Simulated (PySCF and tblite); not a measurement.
Results of a calculation; reference values are marked as such.
C4H5N, numbered as in [CH2:1]=[CH:2][CH2:3][C:4]#[N:5].

Search: ETKDG and KDG, MMFF94s, GFN2-xTB, 90 starts; geometries at PBE0-D3(BJ)/def2-SVP. Weights use PBE0-D3(BJ)/def2-TZVP energies plus GFN2-xTB zero-point and thermal terms (modes under about 100 cm⁻¹ blended into free rotors). Symmetry numbers and mirror images are counted. Conformers within 4 kcal/mol (GFN2-xTB free energy) were kept, 5 at most. Of two unlike H on one atom, a is the less shielded (PBE0/pcSseg-1). Codes: tblite and PySCF.

An NOE distance is ⟨r⁻⁶⟩^(−1/6) over all pairs of like atoms and, for the average, over conformers.

Torsions listed: C1–C2–C3–C4. Of a mirror pair one member is shown.

```
conformer  shape  weight %
        1     0°      70.9
        2   123°      29.1
```

Task: Which H–H contacts under 3.5 Å would NOEs report (pairs on one atom left out) at 298.15 K?

Result: 
| pair | in 1 (Å) | in 2 (Å) | average (Å) |
| --- | --- | --- | --- |
| H1b ··· H2 | 2.44 | 2.45 | 2.44 |
| H2 ··· H3 | 2.53 | 2.77 | 2.59 |
| H1a ··· H2 | 3.09 | 3.09 | 3.09 |
| H1a ··· H3 | 3.57 | 2.69 | 3.10 |

Longer pairs under the limit may be missing.
